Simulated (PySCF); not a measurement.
Compound: P3H5.
Bonds: P1–P2, P2–P3. Hydrogens: H4, H5 on P1; H6 on P2; H7, H8 on P3.

The same species was optimised twice, with GFN2-xTB and with PBE0-D3(BJ)/def2-SVP (PySCF), and the same property calculations (PySCF, gas phase) were run on both structures.

```
  coordinate  GFN2-xTB  PBE0-D3(BJ)/def2-SVP  change
   P1–P2 (Å)     2.169                 2.248  +0.079
   P2–P3 (Å)     2.169                 2.246  +0.077
   P3–H8 (Å)     1.392                 1.431  +0.039
   P1–H5 (Å)     1.393                 1.431  +0.038
   P3–H7 (Å)     1.396                 1.431  +0.035
   P1–H4 (Å)     1.396                 1.431  +0.035
   P2–H6 (Å)     1.399                 1.432  +0.033
P1–P2–P3 (°)      97.1                  95.0    -2.1
P1–P2–H6 (°)      93.6                  92.5    -1.1
P3–P2–H6 (°)      93.6                  92.5    -1.1
P2–P3–H8 (°)      92.9                  93.3    +0.4
P2–P1–H5 (°)      92.9                  93.3    +0.4
P2–P3–H7 (°)      93.4                  93.2    -0.2
P2–P1–H4 (°)      93.4                  93.2    -0.2
H4–P1–H5 (°)      92.1                  92.2    +0.1
```

Rotational constants: A = 9946, B = 2684, C = 2217 MHz (GFN2-xTB) against A = 9001, B = 2576, C = 2101 MHz (PBE0-D3(BJ)/def2-SVP). Point groups within 0.08 Å: Cs and Cs.

On the GFN2-xTB structure: HOMO (eV) -6.51 [PBE0/pcSseg-1]; LUMO (eV) -0.16 [PBE0/pcSseg-1]; dipole (D) 0.91 [PBE0/pcSseg-1]; GIAO shielding of P1/P3 (mean) (ppm) 540.3 [PBE0/pcSseg-1]; GIAO shielding of P2 (ppm) 504.3 [PBE0/pcSseg-1].

Task: What do these properties become on the PBE0-D3(BJ)/def2-SVP structure?

Result: 
```tsv
property	level	on GFN2-xTB	on PBE0-D3(BJ)/def2-SVP	change
HOMO (eV)	PBE0/pcSseg-1	-6.51	-6.68	-0.17
LUMO (eV)	PBE0/pcSseg-1	-0.16	-0.42	-0.26
dipole (D)	PBE0/pcSseg-1	0.91	0.87	-0.04
energy, GFN2-xTB geometry as zero (kcal/mol)	PBE0/pcSseg-1	0.0	-3.3	-3.3
GIAO shielding of P1/P3 (mean) (ppm)	PBE0/pcSseg-1	540.3	514.3	-26.0
GIAO shielding of P2 (ppm)	PBE0/pcSseg-1	504.3	469.2	-35.1
```

The heavy atoms differ by 0.046 Å rms after alignment. Among all bonds P1–P2 changes most (+0.079 Å). Changes are differences of the printed values. Neither structure is proved a minimum here.

Conformer computed: `[PH2:1][PH:2][PH2:3]`: H–P1–P2–P3 88°, H–P1–P2–P3 180°, H–P3–P2–P1 -88°, H–P3–P2–P1 180°.
